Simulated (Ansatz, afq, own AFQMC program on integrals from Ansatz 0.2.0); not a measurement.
Integrals from Ansatz 0.2.0, then the random walk in our own AFQMC program (afq).

```yaml
crystal:
  periodic: [false, false, false]
  atoms:
    - {symbol: Br, position_ang: [-2.404859, 0.369878, 0.000000]}
    - {symbol: H, position_ang: [-0.521859, 0.369878, 0.000000]}
    - {symbol: Si, position_ang: [1.265141, 0.369878, 0.000000]}
    - {symbol: H, position_ang: [1.661576, -1.109635, 0.000000]}
basis:
  gaussian: {orbitals: cc-pVTZ}
magnetization: {spin_polarized: false, initial_magnetization: 1}
correlation: {method: ccsd_t, electrons: outside_noble_gas, hamiltonian_folder: ham}
```

```sh
$ ansatz run in.yaml --threads 1 --pin off --events-out ev --progress --plain --max-ram 16896MiB --backend cuda --devices 0, --max-vram 18GiB
```

Options of the walk:

```
--method phaseless --trial cisd --walkers 1500 --populations 20 --least-time 60 --time-step 0.005 --steps-per-block 50 --equilibration-blocks 28 --max-blocks 4000 --target-error 0.00021 --factor-cut 1e-05 --start spin_pure --seed 9442 --release-times 0.24,0.51,0.99,1.62,2.4 --release-step 0.03 --release-every 3 --taylor-order 6
```

Times are imaginary, in 1/Eh. The walk had a cap of 239 s. With eight or more populations the least sampling time is a fifth of least-time, and the error comes from their spread. Filled inner d shells are frozen with the cores.

Output of the walk:

```
orbitals 86  electrons 7 6  factors 569 of 638
reference energy -2862.45096880 Eh
CCSD correlation -0.31611440 Eh in 17 cycles, weight of the determinant in the CISD state 0.8282
energy of the start -2862.767079 Eh
 block  time / (1/Eh)  mean weight  energy / Eh
     1     0.250  0.9998  -2862.760644
     2     0.500  0.9996  -2862.763634
     3     0.750  0.9995  -2862.767297
     4     1.000  0.9999  -2862.770662
     5     1.250  1.0003  -2862.772787
     7     1.750  0.9996  -2862.775483
     9     2.250  1.0005  -2862.777092
    13     3.250  1.0001  -2862.780107
    19     4.750  0.9994  -2862.780268
    25     6.250  0.9996  -2862.780563
    31     7.750  0.9999  -2862.779790
    37     9.250  0.9997  -2862.781562
    43    10.750  0.9999  -2862.781377
    49    12.250  1.0008  -2862.778890
    55    13.750  1.0004  -2862.781663
    61    15.250  1.0000  -2862.780723
    67    16.750  1.0002  -2862.779058
    73    18.250  1.0001  -2862.782269
    79    19.750  1.0000  -2862.780547
    85    21.250  1.0001  -2862.779949
    91    22.750  1.0004  -2862.780565
    97    24.250  1.0002  -2862.780933
   103    25.750  0.9999  -2862.780952
   109    27.250  0.9993  -2862.778689
   115    28.750  1.0004  -2862.778555
   121    30.250  1.0000  -2862.778169
error from the spread of 20 populations
released: time / (1/Eh)  energy / Eh  error  mean overlap
  0.24  -2862.780473  0.000191  0.9962
  0.51  -2862.780491  0.000231  0.9964
  0.99  -2862.780856  0.000312  0.9872
  1.62  -2862.781320  0.000268  0.9797
  2.40  -2862.781203  0.000354  0.9697
energy -2862.780262 +/- 0.000260 Eh
(rows thinned)
```

The run passed its tests (sampling time, drift between the halves within three errors, error under three times the target), which doesn't prove that it has relaxed, ending at its cap on processor time.

Against this walk (error 7.1 meV) on the same determinant: CCSD(T) 29.6 meV higher, CCSDT(Q) 27.1 meV lower. The error is statistical and leaves out the bias of the constraint. Released to 2.40 1/Eh the energy lies 26 ± 12 meV (both errors) below the phaseless value, which shows part or all of the bias of the constraint, and CCSDT(Q) lies 1.5 meV below the released value. CCSDT(Q) is the surest value here, so the walk's 27 meV above it is most likely the bias of the constraint with this trial, which can have either sign.

Cautions: constraint bias not in the error; error above the target (7.1 against 5.7 meV); no relativity below Rb; no spin-orbit coupling; inner d shell frozen; higher spins were not checked; a spin-contaminated unrestricted determinant lies lower (UHF 361 meV lower, ⟨S²⟩ 1.10).

The walk took 4 min on 1 × NVIDIA H100 80GB HBM3 with 2 threads of AMD EPYC 7R13 Processor (Zen 3), on a shared host (the card was shared). The log's last line is the phaseless energy.

CCSDT and higher add their correlation energy to the determinant of the CCSD(T) run, since their own runs factorise the integrals more tightly (a shift of under 2 meV). A walk keeps the symmetry of its determinant, which the program's search chose and which needn't be the lowest solution, so a lower state of the same spin and another symmetry isn't excluded.
